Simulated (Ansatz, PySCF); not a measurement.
System: C$_{2}$H$_{2}$Cl, net charge 0, doublet state. It need not be the lowest isomer of its formula. 
Coordinates optimised at B3LYP-D3(BJ)/def2-TZVP (Ansatz, a first-principles code):
```xyz
5

C     -0.1833     0.8222    -0.0020
C      0.9594     1.4291    -0.0049
Cl    -0.3251    -0.9452     0.0029
H     -1.1502     1.3059    -0.0022
H      2.0196     1.2545    -0.0056
```
Charge 0, spin multiplicity 2.

Total electronic energies in hartree. Cores are frozen in the correlated levels unless marked. UHF or UKS for open shells. Spin-orbit coupling is left out. Non-relativistic. FCI takes restricted orbitals. CBS marks a two-point X^-3 extrapolation of the correlation energy; Hartree-Fock from the larger set. [CCSD(T)-MP2]/basis is that difference in the basis named.

The UHF reference is spin-contaminated (<S^2> 0.20 over the pure value in the largest basis). 

```csv
level,program,energy (Eh)
HF-D3(BJ)/def2-TZVPD,PySCF + dftd3,-536.37743
RI-HF/cc-pV(T+d)Z,Ansatz,-536.35599
SVWN5/def2-TZVPD,Ansatz,___
BLYP-D4/def2-TZVPD,Ansatz + dftd4,-537.52197
revPBE-D3(BJ)/def2-TZVPD,Ansatz + dftd3,-537.45369
revPBE-D4/def2-TZVPD,Ansatz + dftd4,-537.45534
TPSS/def2-TZVPD,PySCF,-537.58511
M06-L-D4/def2-TZVPD,PySCF + dftd4,-537.52769
r2SCAN0/def2-TZVPD,Ansatz,-537.45657
M06-2X/def2-TZVPD,PySCF,-537.49221
HSE06-D3(BJ)/def2-TZVPD,Ansatz + dftd3,-537.28741
B2PLYP-D3(BJ)/def2-TZVPD,Ansatz + dftd3,-537.34452
MP2/cc-pVTZ,Ansatz,-536.81857
MP2/cc-pwCVTZ,Ansatz,-536.82909
"RI-MP2/CBS(aug-cc-pV(T+d)Z,aug-cc-pV(Q+d)Z)",Ansatz,-536.8952
SCS-MP2/STO-3G,Ansatz,-530.52887
SCS-MP2/6-31G*,Ansatz,-536.62309
SCS-MP2/cc-pV(T+d)Z,Ansatz,-536.81348
SCS-MP2/cc-pwCVTZ,Ansatz,-536.82254
CCSD/STO-3G,Ansatz,-530.57099
CCSD(T)/aug-cc-pV(D+d)Z,Ansatz,-536.76753
FCI/STO-3G,Ansatz,-530.57364
"RI-MP2/CBS(cc-pV(T+d)Z,cc-pV(Q+d)Z)+[CCSD(T)-MP2]/cc-pV(T+d)Z",Ansatz,-536.9614
```

What belongs in the gaps?


- SVWN5/def2-TZVPD, energy (Eh): -535.33495
